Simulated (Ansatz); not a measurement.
## How far each method lies from RCCSDTQ for HC–CH, singlet

Geometry: a PBE0/def2-TZVP stationary point for this spin, not checked as a minimum.

```yaml
atoms:
  - { symbol: C, position_ang: [0.0000, 0.0000, 0.5985] }
  - { symbol: C, position_ang: [0.0000, 0.0000, -0.5985] }
  - { symbol: H, position_ang: [0.0000, 0.0000, 1.6632] }
  - { symbol: H, position_ang: [0.0000, 0.0000, -1.6632] }
```

Basis cc-pVDZ; Ansatz 0.2.0. Correlated methods freeze the noble-gas cores, which leaves 10 electrons in 36 orbitals. R marks a restricted (for open shells ROHF) determinant. Active spaces: valence = (10e, 10o) chosen from the atoms' valence shells.

Full CI isn't at hand for all of this; RCCSDTQ serves as the reference, and is uncertain by the last step of the cluster series or more.

The UHF ⟨S²⟩ is 0.000. The T1 diagnostic (RCCSD) is 0.0122 and the largest doubles amplitude (RCCSD) is 0.099.

| level | E − E(RHF) (eV) |
| --- | --- |
| RMP2 | -6.9251 |
| RCCSD | -7.3936 |
| RCCSD(T) | -7.6910 |

(1) Estimate how far RCCSDTQ in cc-pVDZ lies from RCCSD(T). The table doesn't fix it; the size of (T) and the diagnostics are the guide.

(1) RCCSDTQ in cc-pVDZ lies 1.29 mEh below RCCSD(T), which is 12 % of the (T) step (-10.93 mEh). The diagnostics are small and one determinant leads, so the series closes fast and only a small part of (T) is left.

The other levels:

```
                   level  E − E(RCCSDTQ) (mEh)  share of correlation (%)   wall time
                    CISD                 32.28                     88.63       1.3 s
                 BCCD(T)                  1.32                     99.54       0.5 s
                  RCCSDT                  0.89                     99.69           –
               RCCSDT(Q)                 -0.10                    100.04       2.6 s
  CASSCF (valence space)                137.33                     51.63           –
  NEVPT2 (valence space)                 28.98                     89.79       4.9 s
  MRCISD (valence space)                  6.63                     97.66           –
MRCISD+Q (valence space)                  0.46                     99.84  8 s (H100)
```

The correlation energy at RCCSDTQ, counted from RHF, is -7.726 eV. That run took 7.5 s on 2 threads of AMD EPYC 7R13 with a shared H100 80 GB, shared host.

Times hold each run's SCF and search for its determinant on a shared host, so for small cases they say little of a method's own cost; rows without a card ran on 1 thread of AMD EPYC 7R13.

Natural occupations of CASSCF (valence space) about the gap: 1.983 1.980 1.978 1.938 1.938 0.063 0.063 0.027 0.020 0.011; effectively unpaired electrons, Σ n²(2−n)², 0.07.

Atomization energy (electronic, same basis, no zero-point term; atoms at the same level, unrestricted beside the R rows where the molecule is a closed shell, with restricted open-shell steps beyond CCSDT(Q)) at RCCSDTQ: 1548.9 kJ/mol. Errors of other levels:

```
                   level  error (kJ/mol)
                     RHF          -356.1
                    RMP2            40.3
                    CISD           -75.6
                   RCCSD           -25.5
                RCCSD(T)            -1.7
                 BCCD(T)            -1.6
                  RCCSDT            -2.3
               RCCSDT(Q)             0.2
  CASSCF (valence space)           -47.2
  NEVPT2 (valence space)            -0.7
  MRCISD (valence space)           -13.5
MRCISD+Q (valence space)            -6.7
```

This basis is far from its limit, so the value isn't to be set against a measured one. Truncated CI isn't size-consistent, which counts against it in atomization.
